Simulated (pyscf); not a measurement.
A first-order saddle from PySCF, ωB97X-D3(BJ)/def2-SVP:

```
Ta
Cl 1 2.2693
Cl 1 2.2861 2 100.12
Cl 1 2.3117 2 94.41 3 100.71
Cl 1 2.3119 2 94.42 4 158.47
H 1 2.2948 2 154.70 4 79.22
Cl 6 1.3817 1 96.12 2 -179.99
Si 6 2.0302 7 171.53 1 0.04
H 8 1.4867 6 96.61 7 -123.53
H 8 1.4867 9 111.87 6 99.84
H 8 1.5054 9 109.32 10 121.22
```
Charge 0, spin multiplicity 1.

Surface: singlet, charge 0. Lowest wavenumbers (cm⁻¹): 297i, 39, 72, 96, 124.

Task: Name the species on either side of this saddle.

Result: Cl–Ta(Cl)(Cl)(Cl)–Cl + silane (SiH₄) ⇌ hydrogen chloride (HCl) + H₃Si–Ta(Cl)(Cl)(Cl)–Cl, a four-centre exchange read from left to right: Cl–Ta, H–Si broken and Cl–H, Si–Ta formed. At ωB97M-D3(BJ)/def2-TZVP it lies +1.62 eV from the left side and +0.38 eV from the right (each side as separated species at their lowest minima found). On the reactant side the descent ends in an adduct with a H–Ta contact, 0.22 eV under the separated species and 1.55 eV under the saddle at ωB97X-D3(BJ)/def2-TZVP. On the product side the descent ends in an adduct with a Cl–Ta contact, 0.20 eV under the separated species and 0.38 eV under the saddle at ωB97X-D3(BJ)/def2-TZVP. What is counted as broken (Cl–Ta) persists as a longer contact in the product adduct; parting that adduct is a step of its own. At ωB97X-D3(BJ) the barrier from the zero used here is 1.33 eV. One saddle was located; it need not be the lowest between these sides. Elements past Kr carry the def2 core potentials, without spin-orbit coupling.
